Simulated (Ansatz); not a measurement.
Input:

```yaml
crystal:
  periodic: [false, false, false]
  atoms:
    - { symbol: Si, position_ang: [0.000373, 0.0, -0.286071] }
    - { symbol: H, position_ang: [-0.000194, 0.0, 2.328684] }
    - { symbol: H, position_ang: [1.424238, 0.0, -0.710242] }
    - { symbol: H, position_ang: [-0.711547, 1.233094, -0.710302] }
    - { symbol: H, position_ang: [-0.711547, -1.233094, -0.710302] }
    - { symbol: F, position_ang: [7.6e-05, 0.0, 3.269634] }
magnetization:
  spin_polarized: true
  initial_magnetization: 1
basis:
  gaussian: { orbitals: "6-31G*" }
hamiltonian:
  xc: b3lyp
neb:
  order_check: false
  images: 9
  f_tol: 0.05
  max_iterations: 60
  final_atoms:
    - { symbol: Si, position_ang: [-0.12378843, -0.22408278, -0.26966184] }
    - { symbol: H, position_ang: [-0.20088471, -0.22057044, 2.68174227] }
    - { symbol: H, position_ang: [1.35888129, -0.11384256, -0.30143051] }
    - { symbol: H, position_ang: [-0.77100053, 1.115926, -0.30079337] }
    - { symbol: H, position_ang: [-0.62151506, -1.0847404, -1.38204148] }
    - { symbol: F, position_ang: [0.35970644, 0.52731017, 2.75358593] }
  initial_path:
    images:
      - { positions_ang: [[0.000373, 0.0, -0.286071], [-0.000194, 0.0, 2.328684], [1.424238, 0.0, -0.710242], [-0.711547, 1.233094, -0.710302], [-0.711547, -1.233094, -0.710302], [7.6e-05, 0.0, 3.269634]] }
      - { positions_ang: [[0.00029671, 0.0, -0.22885677], [-0.00015156, 0.0, 2.20494723], [1.4147472, 0.0, -0.66543786], [-0.7067808, 1.2247552, -0.66547942], [-0.7067808, -1.2247552, -0.66547942], [6.825e-05, 0.0, 3.20170723]] }
      - { positions_ang: [[0.00022043, 0.0, -0.17164253], [-0.00010911, 0.0, 2.08121047], [1.4052564, 0.0, -0.62063372], [-0.7020146, 1.2164164, -0.62065684], [-0.7020146, -1.2164164, -0.62065684], [6.05e-05, 0.0, 3.13378047]] }
      - { positions_ang: [[0.00014414, 0.0, -0.1144283], [-6.667e-05, 0.0, 1.9574737], [1.39576559, 0.0, -0.57582957], [-0.69724841, 1.2080776, -0.57583427], [-0.69724841, -1.2080776, -0.57583427], [5.274e-05, 0.0, 3.0658537]] }
      - { positions_ang: [[6.785e-05, 0.0, -0.05721406], [-2.422e-05, 0.0, 1.83373694], [1.38627479, 0.0, -0.53102543], [-0.69248221, 1.1997388, -0.53101169], [-0.69248221, -1.1997388, -0.53101169], [4.499e-05, 0.0, 2.99792694]] }
      - { positions_ang: [[-8.43e-06, 0.0, 1.7e-07], [1.822e-05, 0.0, 1.71000017], [1.37678399, 0.0, -0.48622129], [-0.68771601, 1.1914, -0.48618911], [-0.68771601, -1.1914, -0.48618911], [3.724e-05, 0.0, 2.93000017]] }
      - { positions_ang: [[-0.02476443, -0.04481656, -0.05393223], [-0.04016236, -0.04411409, 1.90434859], [1.37320345, -0.02276851, -0.44926313], [-0.70437291, 1.1763052, -0.44910996], [-0.67447582, -1.17006808, -0.66535958], [0.07197108, 0.10546203, 2.89471732]] }
      - { positions_ang: [[-0.04952043, -0.08963311, -0.10786463], [-0.08034295, -0.08822817, 2.09869701], [1.36962291, -0.04553702, -0.41230498], [-0.72102982, 1.1612104, -0.41203081], [-0.66123563, -1.14873616, -0.84453006], [0.14390492, 0.21092407, 2.85943448]] }
      - { positions_ang: [[-0.07427643, -0.13444967, -0.16179703], [-0.12052354, -0.13234226, 2.29304543], [1.36604237, -0.06830553, -0.37534682], [-0.73768672, 1.1461156, -0.37495166], [-0.64799544, -1.12740424, -1.02370053], [0.21583876, 0.3163861, 2.82415163]] }
      - { positions_ang: [[-0.09903243, -0.17926622, -0.21572944], [-0.16070412, -0.17645635, 2.48739385], [1.36246183, -0.09107405, -0.33838867], [-0.75434363, 1.1310208, -0.33787251], [-0.63475525, -1.10607232, -1.20287101], [0.2877726, 0.42184814, 2.78886878]] }
      - { positions_ang: [[-0.12378843, -0.22408278, -0.26966184], [-0.20088471, -0.22057044, 2.68174227], [1.35888129, -0.11384256, -0.30143051], [-0.77100053, 1.115926, -0.30079337], [-0.62151506, -1.0847404, -1.38204148], [0.35970644, 0.52731017, 2.75358593]] }
```

Launched with:

```bash
$ ansatz run input.yaml --threads 1 --pin off --max-ram 2048MiB --backend cpu --events-out ev --progress --plain --runs-dir out
```

Hardware: 1 thread of Arm Neoverse V2, with other jobs on the host.

Question: Roughly how long does this run take, and how much memory?

Answer: 2.1 min, with a peak of 0.1 GiB, for 10 band iterations.
